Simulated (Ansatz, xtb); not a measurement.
# Ranking isomers of C5H9N

11 gas-phase structures of C5H9N, from a drawn sample of its isomers (lower ones may exist). Each was relaxed with GFN2-xTB:

A. `C/C=C/C=C/N`, a singlet
B. `C=C/C=C(/C)N`, a singlet
C. `C=C/C(N)=C/C`, a singlet
D. `C=C/C(C)=C/N`, a singlet
E. `C=C(C)/C=C/N`, a singlet
F. `C=C(C)/C=C\N`, a singlet
G. `C=C(C)C(=C)N`, a singlet
H. `C=C/C(C)=C\N`, a singlet
I. `C=C/C=C(\C)N`, a singlet
J. `C=C/C(N)=C\C`, a singlet
K. `C=C(N)/C=C\C`, a singlet

Problem. Which do you expect lowest at r2SCAN-D4/def2-SVP, and how would the others follow?

Solution. Calculated order at r2SCAN-D4/def2-SVP: B (0.0), I (0.4), A (1.0), E (1.1), D (1.2), H (2.5), C (3.3), F (3.3), G (3.5), J (5.0), K (5.7) kcal/mol. Less than 1 kcal/mol parts B and I; I and A; A and E; E and D; H and C; C and F; F and G; J and K, so the order within those pairs means little.

Energies above the lowest of each column, in kcal/mol; the last columns are at PBE-D3(BJ)/def2-SVP geometries and were run for some of them only (a dash: not run or not comparable):

```
structure  GFN2-xTB  HF/STO-3G  r2SCAN-D4/def2-SVP  PBE-D3(BJ)/def2-SVP  CCSD(T)/def2-SVP + ΔMP2/def2-TZVPP
        B       0.5        1.2                 0.0                  0.0                                 0.0
        I       0.7        1.6                 0.4                  0.3                                 0.7
        A       0.0        0.0                 1.0                  0.4                                 2.1
        E       0.8        1.9                 1.1                  1.0                                 1.0
        D       2.9        3.3                 1.2                  0.9                                 1.4
        H       3.2        3.8                 2.5                  2.1                                 2.3
        C       4.7        3.6                 3.3                    –                                   –
        F       3.6        5.8                 3.3                    –                                   –
        G       3.4        3.6                 3.5                    –                                   –
        J       5.2        4.0                 5.0                    –                                   –
        K       4.4        4.3                 5.7                    –                                   –
```

CCSD(T)/def2-SVP + ΔMP2/def2-TZVPP puts B lowest of those it was run on, with I within 1 kcal/mol; GFN2-xTB picks A, HF/STO-3G picks A. CCSD(T)/def2-SVP + ΔMP2/def2-TZVPP orders those it was run on as B (0.0), I (0.7), E (1.0), D (1.4), A (2.1), H (2.3) kcal/mol. Less than 1 kcal/mol parts B and I; I and E; E and D; D and A; A and H, so the order within those pairs means little. Flexible structures stand in one conformer each, not always the lowest. Frequencies (GFN2-xTB) were run for A, B, D, E, H, I alone. ΔMP2 is the change of the MP2 energy from the smaller to the larger basis.

Over these structures GFN2-xTB departs from r2SCAN-D4/def2-SVP by 0.7 kcal/mol on average once a common shift is removed. A GFN2-xTB relaxation took about 0.058 s and the r2SCAN-D4/def2-SVP energy about 1.2 s on a shared host (Ansatz 0.2.0, xtb 6.7.1).
